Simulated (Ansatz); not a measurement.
Al2H6⁺, that is (H2Al-mu-H)2 with one electron fewer. The state is a doublet with charge 1. Geometry PBE0-D4/def2-TZVP; atoms count from 1.

Cartesian coordinates in Å:
```
Al 1.5249 0.8470 0.8512
H 0.2829 -1.5473 -1.0927
H 0.8787 2.0542 1.6409
H 0.2221 -0.4411 1.1748
Al -0.7295 -0.0201 -0.1248
H -0.4395 -1.6910 -1.3052
H -2.2491 -0.1326 -0.4409
H 0.5096 0.9311 -0.7033
```

In the doublet geometry the species has come apart into loosely held pieces. In the charge 1 doublet, H2 and H6 lie 0.77 Å apart (atoms count from 1), so H2 has formed as a molecule.

(1) Estimate the Mulliken populations from the PBE0/def2-TZVP orbitals of Ansatz.

(2) Where does the spin sit?

(3) And the Mayer bond orders between bonded heavy atoms (over 0.3)?

## Answers

(1) 
| atom | charge (e) | spin (α − β) |
| --- | --- | --- |
| Al1 | 0.38 | 0.81 |
| H2 | 0.12 | 0.00 |
| H3 | 0.00 | 0.10 |
| H4 | 0.00 | -0.01 |
| Al5 | 0.32 | 0.09 |
| H6 | 0.14 | 0.00 |
| H7 | 0.04 | 0.03 |
| H8 | 0.00 | -0.01 |
Mulliken values and Mayer orders depend strongly on the basis.

(2) Summed by element: Al 0.90, H 0.10, of 1 unpaired in all. Largest on single atoms: Al1 0.81, H3 0.10, Al5 0.09.

(3) Al1–Al5 0.49 (2.61 Å).
